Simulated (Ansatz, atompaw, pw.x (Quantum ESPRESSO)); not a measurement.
# tungsten: one change to the PAW (atompaw) potential, in the atom and in the bcc crystal

```json
{
  "Element": "tungsten",
  "Generator": "atompaw 4.2.0.5",
  "Type": "PAW",
  "Functional": "PBEsol",
  "Relativity": "scalar-relativistic",
  "Frozen core": "[Kr] 4d10 4f14",
  "Valence charge": "14",
  "Reference configuration": "5s2 5p6 5d5 6s1 6p0",
  "Partial waves": "5s (bound): rc 1.25 bohr; 6s (bound): rc 2.15 bohr; 5p (bound): rc 1.70 bohr; 6p (bound, empty): rc 1.80 bohr; 5d (bound): rc 2.15 bohr; 5d channel at 2.4 Ry: rc 2.15 bohr",
  "Local potential": "bessel scheme, radius 1.95 bohr",
  "Core correction": "smooth core density matched at 1.70 bohr",
  "Augmentation charge": "besselshape compensation charge, radius 2.00 bohr; PAW radius 2.15 bohr; waves and projectors: custom polynom2 7 10 vanderbiltortho"
}
```

Change: reference 5s2 5p6 5d4 6s2 6p0.

Cutoffs, loose and tight: the cutoffs (Ry, on a coarse ladder) from which the occupation-weighted sum of valence levels, in a spherical-Bessel basis at the reference potential, stays within 10 and 1 mRy of its value at 400 Ry. They see the waves, projectors and local potential, not the compensation charge or the core.

Crystal test: bcc W in pw.x 7.5, no spin, 15³ k-points, Fermi–Dirac smearing 0.01 Ry, cutoffs set for each file from its atomic test. The reference is all-electron LAPW (Ansatz 0.2.0) with the same functional, mesh and smearing; V0 and B0 come from Birch–Murnaghan fits to the pressures at five volumes. Errors are pseudo minus all-electron; Δ is the rms difference of the E(V) curves that follow from these fits, minima aligned, over ±6 % about the mean V0. Mesh and smearing are coarse, so the numbers serve the comparison and aren't converged zero-temperature values; the lattice is a test structure that the element need not adopt.

All-electron: a0 = 3.155 Å (V0 = 15.70 Å³/atom), B0 = 321.1 GPa.

Does the change bring the crystal closer to the all-electron result?

The mean pressure error goes from -0.58 to -0.18 GPa, so the change moves the solid closer to the all-electron pressures.

```json
{"quantity": "outcome (atom)", "base": "generated", "changed": "generated"}
{"quantity": "cutoff, loose (atom)", "base": "25 Ry", "changed": "25 Ry"}
{"quantity": "cutoff, tight (atom)", "base": "60 Ry", "changed": "70 Ry"}
{"quantity": "bound ghosts (atom)", "base": "none", "changed": "none"}
{"quantity": "cutoffs in pw.x (Ry)", "base": "75/750", "changed": "85/850"}
{"quantity": "a0 (Å)", "base": "3.153", "changed": "3.154"}
{"quantity": "a0 error (%)", "base": "-0.06", "changed": "-0.02"}
{"quantity": "B0 error (%)", "base": "+0.8", "changed": "+0.6"}
{"quantity": "Δ (meV/atom)", "base": "2.0", "changed": "0.6"}
{"quantity": "mean pressure error (GPa)", "base": "-0.58", "changed": "-0.18"}
```

 The atomic cutoffs weigh occupied waves only.
